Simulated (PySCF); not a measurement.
# C3H6O: the cost of one run

Computed with PySCF 2.14.0, with density-fitted response routines of our own, on a single molecule in the gas phase. Atoms are numbered from 0 throughout.

## Step 1: Starting geometry

10 atoms, charge 0, multiplicity 1; geometry from: PBE0-D3(BJ)/def2-TZVP.

Bonds of the start (Å): C0–C1 1.50, C1–C2 1.46, C2–O3 1.42, O3–C1 1.42, C0–H4 1.09, C0–H5 1.09, C0–H6 1.09, C1–H7 1.09, C2–H8 1.09, C2–H9 1.09.

## Step 2: TDDFT and polarisability: CAM-B3LYP/def2-TZVPD

Job settings and geometry (Å):

```
{"job": {"kind": "uv", "xc": "CAM-B3LYP", "basis": "def2-TZVPD", "nstates": 12, "ntriplets": 4}, "charge": 0, "multiplicity": 1}
C     -1.515499    -0.288477     0.251875
C     -0.273880     0.237604    -0.393840
C      0.973271    -0.518831    -0.411222
O      0.800378     0.576287     0.472240
H     -1.264538    -1.008644     1.032673
H     -2.088495     0.523983     0.705196
H     -2.153360    -0.780741    -0.486832
H     -0.426581     0.960852    -1.194583
H      1.004173    -1.497553     0.062958
H      1.693171    -0.364039    -1.211324
```

Method: TDDFT CAM-B3LYP/def2-TZVPD, vertical, gas phase, core orbitals frozen in the response.

Q: Estimate the wall time of this first job on 4 threads of AMD EPYC 9R45 (Zen 5), shared host.

About 12 s.
